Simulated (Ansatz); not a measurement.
Cartesian coordinates (Å):
```xyz
6

C     -0.4867     0.0039    -0.0050
C      0.9660    -0.0078     0.0098
N      2.1227    -0.0171     0.0216
H     -0.8654    -0.6996    -0.7602
H     -0.8798    -0.2903     0.9787
H     -0.8569     1.0109    -0.2451
```
Charge 0, spin multiplicity 1.

Level of theory: frozen-core CCSD(T)/cc-pVTZ // PBE0-D3(BJ)/def2-SVP in Ansatz (an electronic-structure program).

The HF energy is -131.97232 Ha and the MP2 correlation energy comes out as -0.51600 Ha.

Question: Estimate the CCSD correlation energy, the (T) correction, the total energy and the T1 diagnostic.

Answer: 
| Item | Result |
|---|---|
| CCSD correlation energy | -0.53009 Ha |
| (T) correction | -0.02512 Ha |
| CCSD(T) total energy | -132.52753 Ha |
| T1 diagnostic | 0.013 |
